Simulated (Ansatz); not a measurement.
System: litharge PbO. Method: rVV10 (Ansatz, an electronic-structure program, plane waves, PAW).

Settings: plane-wave cutoff 520 eV, 8×8×8 k mesh, Fermi–Dirac smearing 0.01 eV, scalar-relativistic PAW data made under PBE.

Computed points:

```csv
V (Å³/atom),E − E_lowest (meV/atom)
19.963,2.75
20.379,0.64
20.795,0.00
21.211,0.60
21.627,2.24
```

Q: What bulk modulus B0 and pressure derivative B′ does a third-order Birch–Murnaghan fit give?

A: V0 = 20.788 Å³/atom, B0 = 23.9 GPa, B′ = 8.1 (fit to the energies at full precision).

Shape and atoms are relaxed at each volume.

Measured, for comparison: bulk modulus 23.1 GPa (temperature not stated, no zero-point or thermal correction; as tabulated in Canepa et al. (2012), arXiv:1204.2842). Computed (rounded) less measured: bulk modulus +3 % (against room or unstated temperature, where such soft solids are markedly softer). A static lattice is as a rule a little smaller and stiffer than an uncorrected measurement, which narrows the difference in the bulk modulus and would widen misses of the other sign.

Note: the bulk modulus comes from volumes at which shape and atoms were relaxed.

Spin–orbit coupling is not included; it can shift volumes and moduli of such heavy elements.

The computed numbers hold no vibrational or temperature effects.
